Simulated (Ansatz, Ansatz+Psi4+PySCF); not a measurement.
```csv
atom,x (Å),y (Å),z (Å)
N,0.0000,0.0000,-0.6331
O,0.0000,0.0000,0.6331
```

Basis set: cc-pVTZ (spherical functions). Frozen core: 2 orbitals. Correlation on ROHF uses semicanonical orbitals with singles. Charge 0, multiplicity 2.

Computed with Ansatz (development build ahead of 0.2.0); the reference of a correlated method needn't be the lowest determinant of its kind.

Question: Give the atomization energy at this shape (free ground-state atoms in the same class of orbitals less the molecule, no zero-point energy) of doublet NO by ROHF-CCSD(T), UHF-BCCD(T), UHF-CCSD(T).

Answer:

| method | atomization energy |
| --- | --- |
| ROHF-CCSD(T) | 556.2 kJ/mol |
| UHF-BCCD(T) | 555.5 kJ/mol |
| UHF-CCSD(T) | 551.1 kJ/mol |

Caution: the reference determinant was not shown to be the lowest; the shape is not the minimum. Caution for UHF-CCSD(T): the program doubts this total.
